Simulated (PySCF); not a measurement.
# [SiH3]+ (SMILES [SiH3+]) at PBE0/6-311++G(2d,2p)

Aim: the vertical ionisation energy of [SiH3]+ at PBE0/6-311++G(2d,2p), from 2 runs. The job is set up through a Python script.

The results are computed with PySCF 2.14.0.

## Step 1: The structure to begin with

The species is [SiH3]+ (4 atoms), meant as a singlet with charge +1. As SMILES, `[SiH3+]`. The coordinates come from a PBE0-D4/def2-TZVP relaxation.

Bond lengths: Si1–H2 1.472 Å, Si1–H3 1.472 Å, Si1–H4 1.472 Å. Angles: H2–Si1–H3 120.0°, H2–Si1–H4 120.0°, H3–Si1–H4 120.0°.

## Step 2: A single-point energy at PBE0/6-311++G(2d,2p)

File input.py:

```python
# [SiH3+]
from pyscf import gto, dft

mol = gto.M(
    atom='Si -0.000000 -0.000000 0.000000; H 0.686900 0.675400 1.113000; H -0.118400 -1.467200 -0.009900; H -0.568500 0.791700 -1.103100',
    max_memory=1860,
    basis='6-311++g(2d,2p)',
    verbose=4,
    charge=1,
    spin=0,
)

mf = dft.RKS(mol)
mf.xc = 'pbe0'
mf.grids.level = 4
mf.conv_tol = 1e-10
mf.kernel()
if not mf.converged:
    mf = mf.newton().run(mf.mo_coeff, mf.mo_occ)

e_tot = mf.e_tot
print('Final energy', e_tot)
```

The run is started by

```sh
OMP_NUM_THREADS=1 python input.py
```

Output:

```text
PySCF version 2.14.0

[INPUT] num. atoms = 4
[INPUT] num. electrons = 16
[INPUT] charge = 1
[INPUT] spin (= nelec alpha-beta = 2S) = 0
[INPUT] symmetry False subgroup None
[INPUT] Mole.unit = angstrom
[INPUT] Symbol           X                Y                Z      unit          X                Y                Z       unit  Magmom
[INPUT]  1 Si     0.000000000000   0.000000000000   0.000000000000 AA    0.000000000000   0.000000000000   0.000000000000 Bohr   0.0
[INPUT]  2 H      0.686900000000   0.675400000000   1.113000000000 AA    1.298052874964   1.276321024531   2.103265176641 Bohr   0.0
[INPUT]  3 H     -0.118400000000  -1.467200000000  -0.009900000000 AA   -0.223743573149  -2.772606169962  -0.018708288633 Bohr   0.0
[INPUT]  4 H     -0.568500000000   0.791700000000  -1.103100000000 AA   -1.074309301815   1.496096172818  -2.084556888008 Bohr   0.0

nuclear repulsion = 15.7214500944607
number of shells = 33
number of NR pGTOs = 90
number of NR cGTOs = 65
basis = 6-311++g(2d,2p)
ecp = {}

******** <class 'pyscf.dft.rks.RKS'> ********
method = RKS
initial guess = minao
damping factor = 0
level_shift factor = 0
DIIS = <class 'pyscf.scf.diis.CDIIS'>
diis_start_cycle = 1
diis_space = 8
diis_damp = 0
SCF conv_tol = 1e-10
SCF conv_tol_grad = None
SCF max_cycles = 50
direct_scf = True
direct_scf_tol = 1e-13
XC library pyscf.dft.libxc version 7.0.0
    S. Lehtola, C. Steigemann, M. J.T. Oliveira, and M. A.L. Marques.,  SoftwareX 7, 1–5 (2018)
XC functionals = pbe0
radial grids:
    Treutler-Ahlrichs [JCP 102, 346 (1995); DOI:10.1063/1.469408] (M4) radial grids

becke partition: Becke, JCP 88, 2547 (1988); DOI:10.1063/1.454033
pruning grids: <function nwchem_prune>
grids dens level: 4
symmetrized grids: False
atomic radii adjust function: <function treutler_atomic_radii_adjust>
small_rho_cutoff = 0
Set gradient conv threshold to 1e-05
Initial guess from minao.
tot grids = 76048
init E= -290.893151356021
  HOMO = -0.384142868214879  LUMO = -0.146485240825204  gap/eV = 6.46699
cycle= 1 E= -290.785702292004  delta_E= 0.107  |g|= 0.259  |ddm|= 1.33
  HOMO = -0.683317333843177  LUMO = -0.419199705226077  gap/eV = 7.18701
cycle= 2 E= -290.803162994381  delta_E= -0.0175  |g|= 0.165  |ddm|= 0.433
  HOMO = -0.656479967047625  LUMO = -0.382065288654616  gap/eV = 7.46720
cycle= 3 E= -290.807805586512  delta_E= -0.00464  |g|= 0.0113  |ddm|= 0.14
  HOMO = -0.650398940524477  LUMO = -0.375834595527465  gap/eV = 7.47128
cycle= 4 E= -290.807829459595  delta_E= -2.39e-05  |g|= 0.00203  |ddm|= 0.0155
  HOMO = -0.650504585730562  LUMO = -0.37620631768246  gap/eV = 7.46404
cycle= 5 E= -290.807830834363  delta_E= -1.37e-06  |g|= 0.000119  |ddm|= 0.00266
  HOMO = -0.650568040997189  LUMO = -0.376223108385915  gap/eV = 7.46531
cycle= 6 E= -290.807830839982  delta_E= -5.62e-09  |g|= 1.22e-05  |ddm|= 0.00018
  HOMO = -0.650564595932701  LUMO = -0.376223128421799  gap/eV = 7.46521
cycle= 7 E= -290.80783084003  delta_E= -4.74e-11  |g|= 8.97e-07  |ddm|= 1.73e-05
  HOMO = -0.650564852403293  LUMO = -0.376223374090813  gap/eV = 7.46521
Extra cycle  E= -290.80783084003  delta_E= 3.41e-13  |g|= 4.04e-07  |ddm|= 1.27e-06
converged SCF energy = -290.80783084003
Final energy -290.8078308400295
```

It took 5.4 s on 1 thread of Intel Xeon Platinum 8175M at 2.50GHz (Skylake/Cascade Lake), shared host; peak memory 0.31 GiB.

## Step 3: Doublet [SiH3]2+, same level

File geometry.xyz:

```xyz
4

Si     0.000000     0.000000     0.000000
H      0.686900     0.675400     1.113000
H     -0.118400    -1.467200    -0.009900
H     -0.568500     0.791700    -1.103100
```

File job.py:

```python
from pyscf import gto, dft

mol = gto.Mole()
mol.atom = 'geometry.xyz'
mol.verbose = 3
mol.spin = 1
mol.charge = 2
mol.basis = '6-311++g(2d,2p)'
mol.max_memory = 1860
mol.build()

mf = dft.UKS(mol)
mf.xc = 'pbe0'
mf.grids.level = 4
mf.conv_tol = 1e-10
mf.kernel()
if not mf.converged:
    mf = mf.newton().run(mf.mo_coeff, mf.mo_occ)

e_tot = mf.e_tot
print('E = %.10f Eh' % e_tot)
```

The run is started by

```sh
OMP_NUM_THREADS=1 python job.py
```

Output:

```text
converged SCF energy = -290.047241624098  <S^2> = 0.75969796  2S+1 = 2.0096746
E = -290.0472416241 Eh
```

It took 11 s on 1 thread of Intel Xeon Platinum 8175M at 2.50GHz (Skylake/Cascade Lake), shared host; peak memory 0.32 GiB.

## Step 4: Results

At PBE0/6-311++G(2d,2p):

| quantity | value |
| --- | --- |
| singlet [SiH3]+: total energy | -290.80783 Eh |
| singlet [SiH3]+: HOMO energy | -17.70 eV |
| singlet [SiH3]+: LUMO energy | -10.24 eV |
| singlet [SiH3]+: HOMO–LUMO gap | 7.47 eV |
| doublet [SiH3]2+: total energy | -290.04724 Eh |
| doublet [SiH3]2+: HOMO energy (highest over α and β) | -25.48 eV |
| doublet [SiH3]2+: LUMO energy (lowest over α and β) | -23.55 eV |
| doublet [SiH3]2+: ⟨S²⟩ | 0.760 |
| vertical ionisation energy (to the doublet dication) | 20.697 eV |

Removing an electron at fixed nuclei costs 20.70 eV (1997 kJ/mol). −ε(HOMO) before ionisation, 17.70 eV, is 2.99 eV below this ionisation energy.
